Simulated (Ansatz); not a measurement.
Two shapes of singlet H4O2.

Shape 1:

```xyz
6

O    -1.4561   -0.1570    0.0000
H    -1.9051    0.6936    0.0000
H    -0.5160    0.0878    0.0000
O     1.3735    0.1618    0.0000
H     1.5409   -0.4099   -0.7584
H     1.5409   -0.4099    0.7584
```

Shape 2:

```xyz
6

O    -1.4973   -0.1319    0.0131
H    -1.8792    0.6555   -0.0194
H    -0.5314    0.0418    0.0120
O     1.3951    0.2053   -0.0122
H     1.5683   -0.3698   -0.7470
H     1.5185   -0.3660    0.7501
```

Basis set: cc-pVTZ (spherical functions). Left uncorrelated: 2 orbitals. Charge 0, multiplicity 1.

Computed with Ansatz (development build ahead of 0.2.0); each method stands on the lowest determinant of its kind that the runs found.

Which shape is lower in energy, and by how much in each method?

```csv
method,E(2) − E(1) (eV)
RHF,0.134
RHF-MP2,0.236
```

Shape 1 is lower.
